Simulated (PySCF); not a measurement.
Simulated outer-valence photoelectron spectrum of `[H]/N=C\CN=C`. Theory: EOM-IP-CCSD/aug-cc-pVDZ in PySCF, restricted Hartree–Fock reference, 5 core orbitals frozen, non-relativistic, gas phase, PBE0-D3(BJ)/def2-SVP geometry.

Each root has a Gaussian of 0.3 eV full width with its one-hole share as area; cross sections and vibrations are left out, and the highest printed point is 100.

ionisation energy (eV), intensity and a bar:
```
      9.4          2 
      9.6         42 #############
      9.8        100 ##############################
     10.0         63 ###################
     10.2         98 #############################
     10.4         19 ######
     10.6          0 
     10.8          0 
     11.0          4 #
     11.2         65 ###################
     11.4         85 #########################
     11.6         10 ###
     11.8         14 ####
     12.0         94 ############################
     12.2         52 ################
     12.4          2 #
     12.6          0 
     12.8          0 
     13.0          0 
     13.2          0 
     13.4          0 
     13.6          2 #
     13.8         52 ################
     14.0         93 ############################
     14.2         14 ####
     14.4          0 
     14.6         18 ######
     14.8         98 #############################
     15.0         44 #############
     15.2          2 #
     15.4          0 
     15.6          1 
     15.8         25 ########
     16.0        100 ##############################
     16.2         53 ################
     16.4         98 ##############################
     16.6         42 #############
     16.8          2
```

Q: Where are the maxima, and how many lines lie under the curve?

A: 8 maxima, at 9.8, 10.2, 11.3, 12.1, 13.9, 14.8, 16.0 and 16.4 eV, from 8 lines.

Q: List the lines with their holes.

A: 
```csv
E (eV),leading hole (HF orbital),area,Koopmans (eV)
9.77,HOMO,0.94,11.15
10.17,HOMO-2,0.95,11.68
11.32,HOMO-1,0.95,11.54
12.05,HOMO-3,0.95,12.31
13.95,HOMO-4,0.95,15.40
14.84,HOMO-5,0.95,16.05
16.01,HOMO-6,0.94,17.43
16.43,HOMO-7,0.94,18.06
```

The widest gap, 1.90 eV, lies between 12.05 and 13.95 eV. Only orbitals with −ε under 21 eV, eight at most, were ionised, so the high end of the curve may lack lines.

Shape of the structure used: `[H]/[N:5]=[CH:4]\[CH2:3][N:2]=[CH2:1]`: C1–N2–C3–C4 -135°, N2–C3–C4–N5 -3°.

One conformer stands for the species.
